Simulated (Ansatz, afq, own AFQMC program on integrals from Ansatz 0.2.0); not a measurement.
## Atomization energy of ZrB, sextet

```xyz
2

Zr    0.0000    0.0000    0.0000
B     0.0000    0.0000    2.1472
```

Atoms in their ground-state spins without spin–orbit coupling (mostly on UHF) minus the molecule (UHF), without zero-point energy. The geometry is a stationary point, not shown to be a minimum.

Basis def2-SVP with its core potentials. Noble-gas cores (and the filled d shells of Ga–Kr and In–Xe) are frozen. Ansatz 0.2.0 and our own AFQMC program on the same integrals; the CISD trial comes from CCSD amplitudes, and released means the phaseless constraint is let go. ± is one standard error of the sampling. No spin–orbit coupling. The metal's outer-core s and p shells are frozen, which shifts wave-function levels against functionals. The errors of all members are added in quadrature.

No full CI on the walks' own integrals is used here; CCSDT(Q) serves as the reference and is uncertain by about the last step of the cluster series. Each member takes its own surest rung, up to full CI.

The best estimate is CCSD(T) at the basis-set limit (CBS: def2-TZVPP and def2-QZVPP, with their diffuse functions for anions and beside diffuse sets, CCSD(T) itself extrapolated) plus the step from CCSD(T) to CCSDT(Q) in def2-SVP. Rows without CBS are in def2-SVP; B2PLYP and the wave-function rows carry a basis error of their own. Core correlation and relativity beyond core potentials are missing, and ± holds the sampling alone.

Cautions: no spin-orbit coupling; outer-core shells of the metal frozen; ZrB (sextet): higher spins were not checked, raised T1 diagnostic (T1 0.044, weight of the determinant 0.87, largest double 0.08), the released energies are still falling, so no released level is given (meV from the phaseless value at times in 1/Eh: -31 ± 12 at 0.60, -52 ± 10 at 1.20, -69 ± 16 at 2.00, -88 ± 22 at 3.00, -95 ± 29 at 4.20), though the last usable value meets CCSDT(Q) within the noise, its ph-AFQMC/CISD value lies 92 ± 11 meV above CCSDT(Q); Zr (triplet): its ph-AFQMC/CISD value lies 21.6 ± 1.1 meV above full CI.

Best estimate: 239.9 kJ/mol.

| level | atomization energy (kJ/mol) | error against the best estimate (kJ/mol) |
| --- | --- | --- |
| HF | 169.5 | -70.5 |
| MP2 | 249.3 | 9.4 |
| CCSD | 214.4 | -25.6 |
| CCSD(T) | 226.7 | -13.3 |
| ph-AFQMC/CISD | 221.8 ± 1.1 | -18.1 ± 1.1 |
| HF/CBS | 169.5 | -70.4 |
| MP2/CBS | 260.1 | 20.2 |
| CCSD(T)/CBS | 238.4 | -1.5 |
| surest rungs in def2-SVP | 228.2 | -11.7 |

Correlation beyond CCSD(T) adds 1.5 kJ/mol. Going to the basis-set limit adds 11.7 kJ/mol at CCSD(T). The perturbative (T) step is worth +12.3 kJ/mol.

Best estimates are given only where the step beyond CCSD(T) is under 0.3 eV and no member's determinant is very poor (T1 over 0.05, or 0.07 for open shells, ⟨S²⟩ too high by 0.3, two states mixed), so the hardest cases are missing from such tables.

Each member of a difference takes its own highest rung, so a best estimate needn't equal the limit plus the step of one row. A walk keeps the symmetry of its determinant, which the program's search chose and which needn't be the lowest solution, so a lower state of the same spin and another symmetry isn't excluded. The exponents were fitted on light atoms, and def2 sets of heavy atoms don't grow evenly, so the limit is rough here.
